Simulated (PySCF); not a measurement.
Can point charges reproduce the dipole moment of `COCCCl` (2-chloroethyl methyl ether)?

Coordinates (GFN2-xTB, Å) and charges (e) from the PBE0/pcSseg-1 density (PySCF):

```tsv
atom	x	y	z	Mulliken	IAO	Hirshfeld	ESP-fitted
C1	-1.882	0.418	-0.034	-0.0286	-0.2008	-0.0384	-0.1615
O2	-0.678	0.054	0.594	-0.5242	-0.3937	-0.1440	-0.3730
C3	0.402	-0.040	-0.304	+0.0690	-0.0464	-0.0042	+0.3441
C4	1.630	-0.438	0.499	-0.2074	-0.2403	-0.0360	-0.3612
Cl5	3.038	-0.575	-0.573	-0.1669	-0.1089	-0.0712	-0.1505
H6	-1.799	1.400	-0.515	+0.0917	+0.1230	+0.0381	+0.0857
H7	-2.637	0.459	0.748	+0.1248	+0.1607	+0.0526	+0.1354
H8	-2.176	-0.320	-0.789	+0.0917	+0.1230	+0.0382	+0.0851
H9	0.196	-0.794	-1.079	+0.1090	+0.1231	+0.0316	+0.0128
H10	0.574	0.926	-0.804	+0.1090	+0.1231	+0.0316	+0.0114
H11	1.478	-1.405	0.977	+0.1660	+0.1686	+0.0508	+0.1858
H12	1.855	0.315	1.254	+0.1660	+0.1686	+0.0508	+0.1859
```

Question: What dipole does each set of charges give (1 e·Å = 4.803 D), and what does the density give?

Answer: The full density gives (-1.95, 0.45, -0.15) D, 2.01 D in size; dipole vectors point from the negative to the positive end.

```json
{"scheme": "Mulliken", "μx": "-2.23", "μy": "0.64", "μz": "-0.96", "size (D)": "2.51", "share of the full size (%)": "125", "angle to the full dipole (°)": "18"}
{"scheme": "IAO", "μx": "-1.69", "μy": "0.50", "μz": "-0.80", "size (D)": "1.94", "share of the full size (%)": "97", "angle to the full dipole (°)": "20"}
{"scheme": "Hirshfeld", "μx": "-0.98", "μy": "0.23", "μz": "-0.08", "size (D)": "1.01", "share of the full size (%)": "50", "angle to the full dipole (°)": "0"}
{"scheme": "ESP-fitted", "μx": "-2.01", "μy": "0.46", "μz": "-0.16", "size (D)": "2.07", "share of the full size (%)": "103", "angle to the full dipole (°)": "0"}
```

Question: Which set comes closest?

Answer: Length of the difference vector: ESP-fitted 0.06 D, IAO 0.70 D, Mulliken 0.88 D, Hirshfeld 1.00 D. Closest: ESP-fitted. 

Question: What is left for the Hirshfeld atoms' own dipoles?

Answer: The shares of the density sum to the whole, so what Σ q r misses lies in dipoles about the nuclei. The atomic dipoles sum to (-1.95, 0.45, -0.15) − (-0.98, 0.23, -0.08) = (-0.97, 0.22, -0.07) D, 1.00 D in size.

Question: With the origin at the mean of the coordinates, (0.000, 0.000, -0.002) Å, which are the largest single terms, by size, of the IAO dipole along the direction of the full one?

Answer: H7 +2.01, C4 +1.99, C1 -1.86, Cl5 +1.59, H12 -1.48 D; all 12 atoms together +1.82 D. The single terms depend on the origin, their sum doesn't.

Question: Give the size of the full dipole in other units.

Answer: 2.01 D = 0.790 au = 0.418 e·Å = 6.70 × 10⁻³⁰ C·m.

The structure is a single GFN2-xTB conformer in the gas phase; no vibrational or solvent corrections.

Shape of the structure used: `[CH3:1][O:2][CH2:3][CH2:4][Cl:5]`: C1–O2–C3–C4 180°, O2–C3–C4–Cl5 180°.
